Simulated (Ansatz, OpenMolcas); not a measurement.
## C3H3N (acrylonitrile): methods side by side

C3H3N has 7 atoms, charge 0, and is taken as a singlet. As SMILES, `C=CC#N`. The shape is that of a PBE0-D4/def2-TZVP optimisation.

Each level gives the atomisation enthalpy at 298 K (kJ/mol). The values are calculated. The thermal term (zero-point and 298 K enthalpy, harmonic and unscaled) is that of PBE0-D4/def2-TZVP; the spin-orbit lowering of the free atoms at 298 K, 0.0 kJ/mol by their spectra, is taken off.

**What was measured.** CRC Handbook of Chemistry and Physics gives the atomisation enthalpy at 298 K of the gas as 3096 kJ/mol.

```json
{"level": "HF/6-311+G**", "kind": "Hartree–Fock", "program": "OpenMolcas", "value (kJ/mol)": "2109", "computed − measured": "-987", "CPU time (all runs)": "21 s"}
{"level": "BLYP/6-311+G**", "kind": "GGA", "program": "OpenMolcas", "value (kJ/mol)": "3082", "computed − measured": "-14", "CPU time (all runs)": "58 s"}
{"level": "r2SCAN/6-311+G**", "kind": "meta-GGA", "program": "OpenMolcas", "value (kJ/mol)": "3055", "computed − measured": "-41", "CPU time (all runs)": "90 s"}
{"level": "B3LYP/6-311+G**", "kind": "global hybrid", "program": "Ansatz", "value (kJ/mol)": "3057", "computed − measured": "-39", "CPU time (all runs)": "6 s"}
{"level": "CAM-B3LYP/6-311+G**", "kind": "range-separated hybrid", "program": "Ansatz", "value (kJ/mol)": "3062", "computed − measured": "-34", "CPU time (all runs)": "6.6 s"}
{"level": "B2PLYP/6-311+G**", "kind": "double hybrid", "program": "Ansatz", "value (kJ/mol)": "3023", "computed − measured": "-73", "CPU time (all runs)": "9.3 s"}
{"level": "RPA@PBE0/6-311+G**", "kind": "RPA", "program": "Ansatz", "value (kJ/mol)": "2789", "computed − measured": "-307", "CPU time (all runs)": "10 s"}
{"level": "CCSD/6-311+G**", "kind": "coupled cluster or CI", "program": "Ansatz", "value (kJ/mol)": "2817", "computed − measured": "-279", "CPU time (all runs)": "17 s"}
```

Nearest: BLYP/6-311+G** (-14 kJ/mol); farthest: HF/6-311+G** (-987 kJ/mol). Computed less measured by kind, in kJ/mol (of the ab initio rows, those in 6-311+G**): Hartree–Fock -987; GGA -14; meta-GGA -41; global hybrid -39; range-separated hybrid -34; double hybrid -73; RPA -307; coupled cluster or CI -279. Wave-function methods converge slowly with the basis and bind too weakly in sets of this size; that is part of their error here. Times are those of the runs behind each value, whatever else they computed, on shared processors of several kinds: orders of magnitude only.
